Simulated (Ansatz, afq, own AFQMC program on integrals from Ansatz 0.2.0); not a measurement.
## AlBH₂, singlet → AlBH2, triplet

```tsv
atom	x (Å)	y (Å)	z (Å)
B	0.0000	0.0000	1.7315
Al	0.0000	0.0000	-0.5881
H	0.0000	-1.3671	-1.4148
H	0.0000	1.3671	-1.4148
```

Connectivity, by distances: B–AlH2.

E(triplet, charge +0) − E(singlet, charge +0) at this geometry, on RHF and UHF determinants.

Basis cc-pVTZ. Only valence electrons are correlated. Ansatz 0.2.0 and our own AFQMC program on the same integrals; the CISD trial comes from CCSD amplitudes, and released means the phaseless constraint is let go. Uncertainties: one standard error, sampling alone. The errors of all members are added in quadrature.

No full CI on the walks' own integrals is used here; CCSDT(Q) serves as the reference and is uncertain by about the last step of the cluster series. Each member takes its own surest rung, up to full CI.

The best estimate is CCSD(T) at the basis-set limit (CBS: def2-TZVPP and def2-QZVPP, with their diffuse functions for anions and beside diffuse sets, CCSD(T) itself extrapolated) plus the step from CCSD(T) to CCSDT(Q) in cc-pVTZ. Rows without CBS are in cc-pVTZ; B2PLYP and the wave-function rows carry a basis error of their own. Core correlation and relativity beyond core potentials are missing, and ± holds the sampling alone.

Cautions: AlBH₂ (singlet): restricted determinant unstable towards unrestricted (UHF 563 meV lower, ⟨S²⟩ 0.87); AlBH₂ (triplet): another spin lies lower, the released energies move by 1.5 errors or more from one time to the next, so no released level is given (meV from the phaseless value at times in 1/Eh: 0 ± 5 at 0.24, -7 ± 5 at 0.51, -10 ± 3 at 0.99, -9 ± 4 at 1.62, -22 ± 5 at 2.40), though the last usable value meets CCSDT(Q) within the noise; core correlation is missing, and it shifts such a gap most where an s electron is promoted.

Best estimate: 1.4 kcal/mol.

| level | vertical spin gap (kcal/mol) | error against the best estimate (kcal/mol) |
| --- | --- | --- |
| HF | -15.2 | -16.6 |
| MP2 | -4.0 | -5.5 |
| CCSD | 0.7 | -0.7 |
| CCSD(T) | 0.8 | -0.6 |
| CCSDT | 0.6 | -0.8 |
| CCSDT(Q) | 0.6 | -0.8 |
| ph-AFQMC/CISD | 0.6 ± 0.1 | -0.8 ± 0.1 |
| HF/CBS | -15.1 | -16.5 |
| MP2/CBS | -2.6 | -4.0 |
| CCSD(T)/CBS | 1.5 | 0.1 |

Correlation beyond CCSD(T) takes off 0.1 kcal/mol. Going to the basis-set limit adds 0.8 kcal/mol at CCSD(T). The perturbative (T) step is worth +0.1 kcal/mol.

Best estimates are given only where the step beyond CCSD(T) is under 0.3 eV and no member's determinant is very poor (T1 over 0.05, or 0.07 for open shells, ⟨S²⟩ too high by 0.3, two states mixed), so the hardest cases are missing from such tables.

CCSDT and higher add their correlation energy to the determinant of the CCSD(T) run, since their own runs factorise the integrals more tightly (a shift of under 2 meV). Each member of a difference takes its own highest rung, so a best estimate needn't equal the limit plus the step of one row. A walk keeps the symmetry of its determinant, which the program's search chose and which needn't be the lowest solution, so a lower state of the same spin and another symmetry isn't excluded.
